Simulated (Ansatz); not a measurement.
Input for Ansatz (development build ahead of 0.2.0):

```yaml
crystal:
  periodic: [false, false, false]
  atoms:
    - { symbol: P, position_ang: [0.0, 0.0, 0.0] }
    - { symbol: P, position_ang: [0.0, 0.0, 1.986] }
basis:
  gaussian: { orbitals: def2-SVP }
total_charge: 1
magnetization:
  spin_polarized: true
  initial_magnetization: 1
hamiltonian:
  xc: hf
correlation:
  method: mp2
  frozen_orbitals: { P: 5 }
scf:
  omitted_lower_state_checks: [stability, starts, atomic_configurations, cluster_reference, orbital_swaps, given_window_search, neighbouring_geometries, increment]
```

The input is written out in the form of the current development build from the run's settings.

Output:

* Converged: yes
* Reference energy: -680.86208 hartree
* Correlation energy: -0.22143 hartree
* Total energy: -681.08352 hartree
* Spin squared of the determinant: 0.785
* Occupied orbitals by symmetry in an Abelian subgroup (alpha; beta): 5 Ag 4 B1u 1 B2g 2 B2u 1 B3g 2 B3u; 4 Ag 4 B1u 1 B2g 2 B2u 1 B3g 2 B3u

Messages of the program:
```
mean field -18527.20115714 eV, -680.8620843370 hartree, gradient 2.5e-6 eV, S^2 0.784659; 0 other ends of a descent, 0 dependent functions left out
```

The reference isn't the lowest determinant (another lies 1.22 eV lower), but the same method gives a higher total on the lower determinant. Caution: MP2 on this radical cation hangs on the determinant chosen.
